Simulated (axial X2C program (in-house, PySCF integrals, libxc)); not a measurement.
# Worked dissociation energy of LiF⁻: CCSD, scalar-relativistic

Calculated with an in-house all-electron X2C program for linear molecules (integrals from PySCF). Spin-free means the one-electron spin-free X2C Hamiltonian. Basis: F dyall-av3z [7s6p3d2f], Li dyall-av3z [9s9p3d] (cores contracted in-house); Gaussian nuclei, density fitting, unrestricted open shells. Masses: F 18.998 u, Li 7.016 u.

Molecular state: M_S = 1/2, Λ = 0 (beyond evenly filled blocks: σα).

Correlated methods: 9 electrons correlated (number of frozen shells: F 1 s; Li 1 s), 187 virtual spin orbitals or spinors in MP2, 85 natural virtuals in coupled cluster.

* E(F-) (2M_S = 0, M_L = 0): -99.841205 hartree
* E(Li) (2M_S = 1, M_L = 0): -7.433422 hartree
* E(LiF⁻) at Re: -107.382535 hartree
* ωe: 780.4 cm⁻¹
* ωexe: 9.18 cm⁻¹

Task: Work out De and D0.

Result: De = -99.841205 + (-7.433422) − (-107.382535) = 0.10791 hartree = 2.936 eV. The zero-point energy is ωe/2 − ωexe/4 = 388 cm⁻¹ = 0.048 eV, so D0 = 2.888 eV.

The state is a single determinant with fixed occupations, the lowest that a limited PBE0 search found. De is counted from the lowest determinant-based energies of the atoms at the same level, without counterpoise correction. CCSD ran in a truncated set of natural virtual spinors with an MP2 remainder; without triples it tends to underbind.

Each atomic determinant is the lowest at this level and need not be a pure term. Totals compare only within one Hamiltonian and basis.
